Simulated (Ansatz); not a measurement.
# C2H4OS2: a ladder of functionals and wavefunction methods

An exercise on one series of results from a longer session: the logs are not shown, and one member is left open.

Computed with Ansatz 0.2.0, Gaussian basis. Level: functionals in def2-TZVPP, the program's frozen cores in correlated methods.

Levels to be run: PBE-D4, r2SCAN-D4, PBE0-D4, B3LYP-D4, ωB97X-V, ωB97M-V, B2PLYP; CCSD(T)/def2-TZVPP; MP2/def2-QZVPP; extrapolation to the limit.

### Structure used throughout

All runs share one geometry, relaxed beforehand with PBE0-D4 in a triple-zeta def2 set.

9 atoms, charge 0, spin multiplicity 1.

Atoms are counted from 1 here; the program's logs count them from 0.

Bond lengths: S1–C2 1.607 Å, C2–O3 1.329 Å, C2–H6 1.094 Å, O3–C4 1.421 Å, C4–S5 1.799 Å, C4–H7 1.093 Å, C4–H8 1.087 Å, S5–H9 1.343 Å. Angles: S1–C2–O3 123.7°, S1–C2–H6 122.7°, O3–C2–H6 113.7°, C2–O3–C4 116.9°, O3–C4–S5 114.7°, O3–C4–H7 110.6°, O3–C4–H8 105.3°, S5–C4–H7 105.9°, S5–C4–H8 111.0°, H7–C4–H8 109.3°, C4–S5–H9 96.2°.

Geometry (Å):

```
S     1.94213    2.05609    1.11167
C     1.18213    0.88675    0.31418
O     0.22773    0.13070    0.84761
C    -0.35713   -0.85450    0.00658
S    -1.43110   -0.20144   -1.27988
H     1.40890    0.63793   -0.72679
H     0.41637   -1.42797   -0.51061
H    -0.90634   -1.51290    0.67426
H    -2.39419    0.23894   -0.45412
```

The first run:

in.yaml reads:

```yaml
crystal:
  periodic: [false, false, false]
  atoms:
    - {symbol: S, position_ang: [1.942128, 2.056093, 1.111672]}
    - {symbol: C, position_ang: [1.182126, 0.886752, 0.314183]}
    - {symbol: O, position_ang: [0.227733, 0.130701, 0.847609]}
    - {symbol: C, position_ang: [-0.357134, -0.854496, 0.006575]}
    - {symbol: S, position_ang: [-1.431097, -0.201437, -1.279882]}
    - {symbol: H, position_ang: [1.408903, 0.637927, -0.726788]}
    - {symbol: H, position_ang: [0.416369, -1.427973, -0.510614]}
    - {symbol: H, position_ang: [-0.906343, -1.512905, 0.674263]}
    - {symbol: H, position_ang: [-2.394186, 0.238938, -0.454117]}
basis:
  gaussian: {orbitals: def2-TZVPP}
hamiltonian: {xc: pbe, dispersion: d4}
output: {forces: true, orbitals: {seedname: orbitals}}
```

Run with:

```
$ ansatz run in.yaml --threads 4 --pin off --events-out ev --progress --plain --max-ram 10444MiB
```

Steps of the session up to this table: PBE-D4 (GGA); r2SCAN-D4 (meta-GGA); PBE0-D4 (hybrid); B3LYP-D4 (hybrid); ωB97X-V (range-separated); ωB97M-V (range-separated); B2PLYP (double hybrid); CCSD(T) in def2-TZVPP; MP2 in def2-QZVPP.

One of the session's tables, all rows but one given; the rest of the session is left out.

| method | atomisation energy (kJ/mol) |
| --- | --- |
| PBE-D4 | 3404.7 |
| r2SCAN-D4 | ? |
| PBE0-D4 | 3298.8 |
| B3LYP-D4 | 3266.4 |
| ωB97X-V | 3285.5 |
| ωB97M-V | 3295.2 |
| B2PLYP | 3229.4 |
| HF/def2-TZVPP | 2191.8 |
| MP2/def2-TZVPP | 3251.2 |
| CCSD/def2-TZVPP | 3088.3 |
| CCSD(T)/def2-TZVPP | 3166.8 |
| MP2/CBS | 3353.1 |
| CCSD(T)/CBS | 3268.7 |

Estimate the missing values for r2SCAN-D4.

As computed: atomisation energy (kJ/mol): 3300.3. In the column «atomisation energy (kJ/mol)» it lies between PBE0-D4 (3298.8) and MP2/CBS (3353.1).
